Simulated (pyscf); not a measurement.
# Atom transfer: H₃C–F + •H₂C–F → F–CH₂–F + CH₃•

Gas phase, doublet surface, charge 0. Bonds broken: F1–C5. Bonds formed: F1–C2. Single points on ωB97X-D3(BJ)/def2-SVP structures (PySCF, gas phase).

Transition state (Å):

```xyz
9

F     -0.6983     0.1277    -0.3370
C     -2.3959    -0.2893     0.0056
F     -2.5596    -1.5245    -0.4610
H     -2.4321    -0.2331     1.0993
C      0.9895     0.4462    -0.7213
H     -2.9410     0.4652    -0.5724
H      0.9209     1.2050    -1.5053
H      1.3465    -0.5332    -1.0499
H      1.3949     0.7954     0.2322
```

One imaginary mode, 1146i cm⁻¹; descent along it reached the two sides named.

```json
[
 {"bond": "F1–C5", "change": "breaks", "reactant side (Å)": "1.382", "saddle": "1.760", "product side": "3.4"},
 {"bond": "F1–C2", "change": "forms", "reactant side (Å)": "3.3", "saddle": "1.781", "product side": "1.356"}
]
```

Electronic energies relative to the separated reactants (kcal/mol):

```json
[
 {"level": "ωB97X-D3(BJ)/def2-TZVP", "barrier": "41.5", "reaction energy": "-7.6", "reverse barrier": "49.0"},
 {"level": "PBE/def2-TZVP", "barrier": "27.3", "reaction energy": "-7.0", "reverse barrier": "34.3"},
 {"level": "r²SCAN/def2-TZVP", "barrier": "30.5", "reaction energy": "-9.2", "reverse barrier": "39.8"},
 {"level": "B3LYP-D3(BJ)/def2-TZVP", "barrier": "33.6", "reaction energy": "-7.3", "reverse barrier": "41.0"},
 {"level": "PBE0-D3(BJ)/def2-TZVP", "barrier": "36.5", "reaction energy": "-8.0", "reverse barrier": "44.5"},
 {"level": "M06-2X/def2-TZVP", "barrier": "41.8", "reaction energy": "-8.2", "reverse barrier": "50.0"},
 {"level": "ωB97M-D3(BJ)/def2-TZVP", "barrier": "39.9", "reaction energy": "-8.2", "reverse barrier": "48.1"},
 {"level": "HF/def2-TZVP", "barrier": "60.0", "reaction energy": "-10.2", "reverse barrier": "70.2"}
]
```

With ωB97M-D3(BJ)/def2-TZVP energies and thermal terms (ideal gas, 1 atm, RRHO with modes under 100 cm⁻¹ raised to 100, one conformer, R ln 2 for rigid chiral ones), in kcal/mol:

```json
[
 {"T (K)": "298", "ΔH‡": "39.4", "ΔG‡": "48.9", "ΔH": "-9.0", "ΔG": "-7.8"},
 {"T (K)": "600", "ΔH‡": "40.3", "ΔG‡": "58.1", "ΔH": "-8.7", "ΔG": "-6.8"},
 {"T (K)": "900", "ΔH‡": "41.2", "ΔG‡": "66.8", "ΔH": "-8.5", "ΔG": "-5.9"},
 {"T (K)": "1200", "ΔH‡": "42.0", "ΔG‡": "75.2", "ΔH": "-8.4", "ΔG": "-5.0"}
]
```

One saddle was located; it need not be the lowest between these sides. The angle at the transferred F is 177°.
